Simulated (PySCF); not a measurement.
A PySCF script (with the pyscf-properties extension) for the NMR shieldings of 3-methyl-2-butanol (C(C)(C)[C@H](C)O, C₅H₁₂O), on a PBE0-D3(BJ)/def2-SVP geometry:

```python
import basis_set_exchange as bse
import numpy as np
from pyscf import gto, dft
from pyscf.prop import nmr

atoms = """
C    -1.678219    1.036192    0.056649
C    -0.606217    0.015207   -0.308581
C    -0.927615   -1.351520    0.287276
C     0.777775    0.527184    0.106755
C     1.926275   -0.364265   -0.337888
O     0.766649    0.680569    1.509638
H    -2.674564    0.698654   -0.267550
H    -1.701921    1.190802    1.145547
H    -1.481590    2.011669   -0.416119
H    -0.579469   -0.077820   -1.409762
H    -1.939534   -1.673060   -0.002847
H    -0.226320   -2.129761   -0.049048
H    -0.884222   -1.307713    1.385986
H     0.906985    1.517411   -0.380831
H     1.870663   -1.350891    0.144963
H     2.894359    0.088379   -0.066406
H     1.924286   -0.506379   -1.429642
H     1.632676    0.995353    1.785217
"""
names = dict.fromkeys(["C", "O", "H"], "pcSseg-1")
basis = {el: gto.basis.parse(bse.get_basis(n, elements=[el], fmt="nwchem")) for el, n in names.items()}
mol = gto.M(atom=atoms, basis=basis, charge=0, verbose=0)
mf = dft.RKS(mol, xc="HYB_GGA_XC_WP04")
mf.grids.level = 2
mf.grids.alignment = dft.numint.BLKSIZE   # the property module wants whole blocks of grid points
mf.conv_tol = 1e-9
mf.kernel()

calc = nmr.RKS(mf)   # GIAO
C = mf.mo_coeff
Co = C[:, mf.mo_occ > 0]
resp = mf.gen_response(singlet=True, hermi=2)
def vind(x):   # induced exchange potential for any number of trial vectors
    d = np.einsum("pi,xij,qj->xpq", C, 2 * x.reshape(-1, C.shape[1], Co.shape[1]), Co, optimize=True)
    return np.einsum("xpq,pi,qj->xij", resp(d - d.transpose(0, 2, 1)), C, Co, optimize=True).ravel()
mo1, _ = nmr.rhf.solve_mo1(calc, with_cphf=vind)
sigma = calc.kernel(mo1)
for i, s in enumerate(sigma):   # ppm
    w = np.linalg.eigvalsh((s + s.T) / 2)
    print("%2d %-2s iso %8.1f  s11 %8.1f  s22 %8.1f  s33 %8.1f" % (i, mol.atom_pure_symbol(i), w.mean(), *w))
```

Problem. What are the results?

Solution. 
```
 0 C  iso    149.0  s11    128.3  s22    146.9  s33    171.8
 1 C  iso    134.1  s11    126.8  s22    131.0  s33    144.5
 2 C  iso    156.2  s11    144.5  s22    152.2  s33    172.0
 3 C  iso     97.8  s11     81.5  s22     89.2  s33    122.8
 4 C  iso    146.9  s11    127.0  s22    142.8  s33    170.9
 5 O  iso    264.9  s11    227.4  s22    264.7  s33    302.4
 6 H  iso     30.7  s11     26.6  s22     28.9  s33     36.8
 7 H  iso     30.0  s11     26.2  s22     29.5  s33     34.3
 8 H  iso     30.7  s11     26.7  s22     28.3  s33     36.9
 9 H  iso     30.4  s11     27.2  s22     29.1  s33     35.0
10 H  iso     31.0  s11     26.8  s22     29.2  s33     37.0
11 H  iso     30.6  s11     25.6  s22     29.9  s33     36.2
12 H  iso     30.3  s11     26.5  s22     29.5  s33     34.9
13 H  iso     28.1  s11     25.9  s22     26.7  s33     31.7
14 H  iso     30.1  s11     26.3  s22     30.2  s33     33.9
15 H  iso     30.6  s11     27.1  s22     28.4  s33     36.2
16 H  iso     30.6  s11     26.6  s22     28.6  s33     36.6
17 H  iso     31.5  s11     22.9  s22     28.2  s33     43.4
```

These numbers come from an equivalent density-fitted implementation of the same equations, which agrees with the script to about 0.01 ppm for H and up to a few tenths of a ppm for heavy atoms, so last digits may differ.

Problem. Turn these shieldings into chemical shifts. Shifts are taken against calculated references (same method and geometry level): ¹³C (172.44 ppm), ¹H (31.56 ppm) vs TMS; ¹⁷O (317.54 ppm) vs H2O.

Solution. Averaging equivalent atoms: C 3: 74.6; C 1: 38.3; C 4: 25.5; C 0: 23.5; C 2: 16.2; O 5: 52.7; H 13: 3.46; H 9: 1.13; H 14/15/16: 1.12; H 6/7/8: 1.09; H 10/11/12: 0.96; H 17: 0.05 ppm. Experimental scales use liquid or dissolved standards, which lie at an offset from isolated H2O (liquid H2O: subtract about 36 ppm).

Size and cost of the density-fitted run: 162 basis functions, 19 s wall time on 1 thread of an Arm Neoverse V1, shared host.
